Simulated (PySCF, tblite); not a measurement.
**A complex of methane and cyanide**

A gas-phase complex of methane and cyanide; charge -1, singlet. The structure comes from a short search (6 tight-binding starts) and was optimised by PBE0-D3(BJ)/def2-TZVPD; another way of binding may lie lower.

This structure isn't a minimum: the optimisation stopped short of the minimum along a soft mode, which is imaginary here (18i cm⁻¹ by PBE0-D3(BJ)/def2-TZVPD), and forces of up to 0.006 eV/Å are left. All values below rest on it.

```
part     name  SMILES  atoms  charge  multiplicity
   1  methane       C    1–5       0             1
   2  cyanide  [C-]#N    6–7      -1             1
```

```xyz
7

C     0.086    0.146    0.035
H    -0.415   -0.763   -0.317
H    -0.446    1.028   -0.329
H     0.102    0.165    1.127
H     1.112    0.170   -0.337
C    -2.261   -3.551   -1.169
N    -1.465   -2.695   -1.120
```
(Å; atoms numbered from 1)

```
contact  kind (by geometry)  distance (Å)  angle (°)
H2···N7   C–H hydrogen bond         2.341        179
```

Interaction energies are complex less parts, with the parts frozen as they stand in it; counterpoise-corrected, in kcal/mol (PySCF). The CCSD(T) estimate is Hartree-Fock/aug-cc-pVQZ, plus the MP2 correlation part extrapolated as X⁻³ from aug-cc-pVTZ and aug-cc-pVQZ, plus CCSD(T) less MP2 in aug-cc-pVDZ; noble-gas cores are frozen. It isn't the exact limit.

```csv
level,interaction,superposition error removed
Hartree-Fock/aug-cc-pVQZ,-1.37,-
wB97M-D3(BJ)/def2-TZVPD,-2.93,-0.21
PBE0-D3(BJ)/def2-TZVPD,-3.29,-0.18
MP2/aug-cc-pVQZ,-2.86,-0.20
```

(1) What does CCSD(T) at its estimated basis limit give, and which of these levels comes nearest?

(2) What holds them together? Decompose the wB97M-D3(BJ)/def2-TZVPD energy: frozen parts, their antisymmetrised product, then relaxation.

The parts were also relaxed and run alone, at the levels used for the complex: shieldings by PBE0/aug-pcSseg-2; core levels by delta-SCF with SCAN, aug-pcX-2 on the ionised atom and aug-pcseg-1 elsewhere, spin-free X2C.

(3) How do these values change when the complex forms?

Results:

(1) -2.89 kcal/mol. wB97M-D3(BJ)/def2-TZVPD and MP2/aug-cc-pVQZ come equally near, within the error of the estimate; the errors are Hartree-Fock/aug-cc-pVQZ +1.52, wB97M-D3(BJ)/def2-TZVPD -0.04, PBE0-D3(BJ)/def2-TZVPD -0.40, MP2/aug-cc-pVQZ +0.03.

(2) electrostatic -3.2, Pauli repulsion +4.3, orbital relaxation -3.7, dispersion correction -0.6 kcal/mol, which sum to the value before the counterpoise correction; the Pauli term holds the exchange-correlation of the frozen density too. Of the attraction, 49 % is orbital relaxation, 43 % is electrostatic, 8 % is dispersion correction.

(3) 
```tsv
property	alone	in the complex	change
C1–H2 bond (Å)	1.090	1.095	+0.006
shielding of H2 (ppm)	31.31	28.02	-3.29
shielding of N7 (ppm)	-42.2	-44.0	-1.8
shielding of C1 (ppm)	191.6	190.4	-1.3
C1 1s core level (eV)	290.78	286.73	-4.05
C6 1s core level (eV)	283.86	284.02	+0.16
N7 1s core level (eV)	397.50	397.65	+0.14
```

The core-hole states of C6, N7 are spin-contaminated (⟨S²⟩ 0.83, 0.80 against 0.75 for a pure doublet), so those values and differences from them are less sure.

The 6 runs behind this took 8.2 min in all, one thread each of Intel Xeon Platinum 8259CL on a shared host, launched as `OMP_NUM_THREADS=1 python cluster_run.py task.json out`.
